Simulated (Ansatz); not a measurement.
`OCF` + `[CH3]`• → `[O]CF`• + CH₄ at 600 K and 1 bar (hydrogen abstraction from the O–H bond).

Gas-phase electronic energies from Ansatz, PBE0-D4/def2-TZVP geometries. CCSD(T)/CBS is the MP2 limit (def2-TZVPP, def2-QZVPP) plus CCSD(T) − MP2 in def2-TZVPP, frozen cores. This one scheme is used for every species. Open shells (•) are unrestricted, without spin–orbit coupling. One conformer a species, not always the lowest.

| species | CCSD(T)/CBS energy (Eh) | H − E (kJ/mol) | S (J/(mol·K)) |
| --- | --- | --- | --- |
| `OCF` | -214.81254 | 149.8 | 300.3 |
| `[CH3]`• | -39.78218 | 101.9 | 224.9 |
| `[O]CF`• | -214.13101 | 107.4 | 296.8 |
| CH₄ | -40.46206 | 140.4 | 215.7 |

H − E and S are ideal-gas, rigid-rotor, harmonic terms from PBE0-D4/def2-TZVP, for one conformer and one mirror image of each species, with the whole ground term of open shells counted as degenerate. 1 Eh = 2625.50 kJ/mol, R = 8.31446 J/(mol·K).

Question: By hand: ΔE, ΔH, ΔS and ΔG.

Answer: ΔE = (-214.13101) + (-40.46206) − (-214.81254) − (-39.78218) = 0.00165 Eh = 4.3 kJ/mol. Δ(H − E) = 107.4 + 140.4 − 149.8 − 101.9 = -3.9, so ΔH = 0.4 kJ/mol. ΔS = 296.8 + 215.7 − 300.3 − 224.9 = -12.7 J/(mol·K). ΔG = 0.4 − 600 × (-12.7)/1000 = 8.0 kJ/mol.

Question: By hand: the equilibrium constant, and the temperature at which ΔG would vanish if ΔH and ΔS stayed fixed.

Answer: log₁₀ K = −ΔG/(RT ln 10) = -0.7. ΔH and −TΔS have one sign here, so there is no such temperature. One of them is within its doubt of zero, so this could turn.

TΔS isn't small against ΔH here. A doubt of 5 kJ/mol in ΔE shifts log₁₀ K by 0.4 here. Other conformers and mirror images would add mixing entropy, several J/(mol·K) or more a flexible species. These are equilibria of isolated gas molecules and say nothing of rates. Largest T1 diagnostic: 0.021 (customary marks: 0.02 for closed shells, 0.045 for open ones).
